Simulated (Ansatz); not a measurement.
A calculation with Ansatz (development build ahead of 0.2.0).

```yaml
crystal:
  periodic: [false, false, false]
  atoms:
    - { symbol: S, position_ang: [0.0, 0.0, 0.0] }
    - { symbol: O, position_ang: [0.0, 0.0, 2.96] }
basis:
  gaussian: { orbitals: def2-SVP }
magnetization:
  spin_polarized: true
hamiltonian:
  xc: pbe0
scf:
  omitted_lower_state_checks: [starts, atomic_configurations, cluster_reference, orbital_swaps, given_window_search, neighbouring_geometries, increment]
output:
  forces: true
```

The input is written out in the form of the current development build from the run's settings.

Output:

```
Converged                       : yes
Total energy                    : -472.76795 hartree
Spin squared of the determinant : 1.927
Stability test                  : minimum
```

Forces (eV/Å):
```
atom     Fx     Fy      Fz
  S1  0.000  0.000   0.372
  O2  0.000  0.000  -0.372
```

Caution: another spin multiplicity may lie lower; the unrestricted determinant is a mixture of spin states.
